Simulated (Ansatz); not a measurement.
Total energies of C5H6 (`C=CC1=CC1`).

Cartesian coordinates in Å:
```
C 1.6491 0.7776 0.7269
C 1.1264 0.2356 -0.3734
C -0.2250 -0.2216 -0.4390
C -1.2201 -0.7576 -1.0719
C -1.4932 -0.3628 0.3445
H 1.0533 0.8914 1.6257
H 2.6767 1.1183 0.7569
H 1.7287 0.1244 -1.2711
H -1.6320 -1.1947 -1.9652
H -2.0982 0.5217 0.5514
H -1.5658 -1.1324 1.1151
```

The species carries charge 0 and has multiplicity 1. The geometry is a stationary point of PBE0-D4/def2-TZVP. It is one conformer, not always the lowest. Basis def2-TZVPP, Ansatz.

RPA on PBE orbitals: Hartree–Fock energy of these orbitals -192.74374 Eh, correlation -1.30467 Eh (frozen core).

```json
{"functional": "LDA (SPW92)", "kind": "LDA", "energy without D4 (Eh)": "-192.27936", "D4 term (kJ/mol)": "–"}
{"functional": "PBE", "kind": "GGA", "energy without D4 (Eh)": "-193.83863", "D4 term (kJ/mol)": "-19.4"}
{"functional": "revPBE", "kind": "GGA", "energy without D4 (Eh)": "-194.04956", "D4 term (kJ/mol)": "-66.3"}
{"functional": "BLYP", "kind": "GGA", "energy without D4 (Eh)": "-194.01145", "D4 term (kJ/mol)": "-43.5"}
{"functional": "r2SCAN", "kind": "meta-GGA", "energy without D4 (Eh)": "-193.97822", "D4 term (kJ/mol)": "-4.9"}
{"functional": "B97M-V", "kind": "meta-GGA with VV10", "energy without D4 (Eh)": "-194.11000", "D4 term (kJ/mol)": "–"}
{"functional": "PBE0", "kind": "global hybrid, 25 % exact exchange", "energy without D4 (Eh)": "-193.85905", "D4 term (kJ/mol)": "-16.3"}
{"functional": "B3LYP", "kind": "global hybrid, 20 %", "energy without D4 (Eh)": "-194.10786", "D4 term (kJ/mol)": "-31.0"}
{"functional": "r2SCANh", "kind": "meta-GGA hybrid, 10 %", "energy without D4 (Eh)": "-193.96924", "D4 term (kJ/mol)": "-5.2"}
{"functional": "r2SCAN0", "kind": "meta-GGA hybrid, 25 %", "energy without D4 (Eh)": "-193.95678", "D4 term (kJ/mol)": "-5.7"}
{"functional": "HSE06 (plane-wave form)", "kind": "screened hybrid", "energy without D4 (Eh)": "-193.84747", "D4 term (kJ/mol)": "-15.0"}
{"functional": "BHLYP", "kind": "global hybrid, 50 %", "energy without D4 (Eh)": "-193.97351", "D4 term (kJ/mol)": "-21.6"}
{"functional": "CAM-B3LYP", "kind": "range-separated hybrid", "energy without D4 (Eh)": "-193.98339", "D4 term (kJ/mol)": "-16.3"}
{"functional": "LC-ωPBE", "kind": "long-range corrected hybrid", "energy without D4 (Eh)": "-193.95684", "D4 term (kJ/mol)": "–"}
{"functional": "ωB97X-V", "kind": "range-separated hybrid GGA with VV10", "energy without D4 (Eh)": "-194.03965", "D4 term (kJ/mol)": "–"}
{"functional": "ωB97M-V", "kind": "range-separated hybrid meta-GGA with VV10", "energy without D4 (Eh)": "-194.00583", "D4 term (kJ/mol)": "–"}
{"functional": "B2PLYP", "kind": "double hybrid", "energy without D4 (Eh)": "-193.91916", "D4 term (kJ/mol)": "–"}
{"functional": "PBE-QIDH", "kind": "double hybrid", "energy without D4 (Eh)": "-193.82297", "D4 term (kJ/mol)": "–"}
```

B3LYP takes the VWN-RPA correlation (the form of Gaussian; ORCA's B3LYP/G). HSE06 is the plane-wave form, built on full-range PBE exchange. The double hybrids freeze the cores in their second-order part.

LC-ωPBE has ω = 0.4 bohr⁻¹.
